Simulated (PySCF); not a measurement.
SF₄: calculation against measurement

Isolated SF₄, optimised in PySCF with density fitting and no spin–orbit coupling; def2 sets carry scalar-relativistic core potentials from Rb on. All levels below give a singlet of C2v symmetry: BP86/def2-TZVP S–F 1.588 Å (×2), S–F 1.688 Å (×2); PBE0/def2-SVP S–F 1.581 Å (×2), S–F 1.658 Å (×2).

Counting electrons, sulfur keeps 2 of its valence electrons outside its bonds, so the VSEPR class is AX4E1 and the expected shape is see-saw (C2v), as computed.

Problem. The measured dipole moment is 0.632 D (NIST CCCBDB Release 22 (SRD 101), experimental dipoles). What do the calculations give?

Solution. BP86/def2-TZVP 0.65 D, PBE0/def2-SVP 0.97 D. The measured value is a vibrational average, and the basis lacks diffuse functions.
